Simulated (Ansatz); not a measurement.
System: SiH2, charge 1, doublet. SiH2+ (parent SMILES [SiH2], doublet).
B3LYP-D3(BJ)/def2-TZVP minimum from Ansatz (a quantum-chemistry and plane-wave program):
```
Si
H 1 1.4893
H 1 1.4893 2 119.40
```
Charge +1, spin multiplicity 2.

Total energies in aug-cc-pV(T+d)Z, 5 correlated electrons, 5 frozen orbitals. Radicals and triplets start from unrestricted determinants; spin-orbit coupling is neglected. Correlated methods leave the cores frozen. No relativity.

```csv
method,program,energy (Eh),minus CCSDT(Q) (mEh)
HF,Ansatz,-289.74249,99.56
MP2,Ansatz,-289.81892,23.13
CCSD,Ansatz,-289.83936,2.70
CCSD(T),Ansatz,-289.84140,0.65
CCSDT(Q),Ansatz,-289.84205,0.00
```

Rough core times of Ansatz's runs on a shared machine: CCSD(T) under 20 s, CCSDT(Q) 3 min.
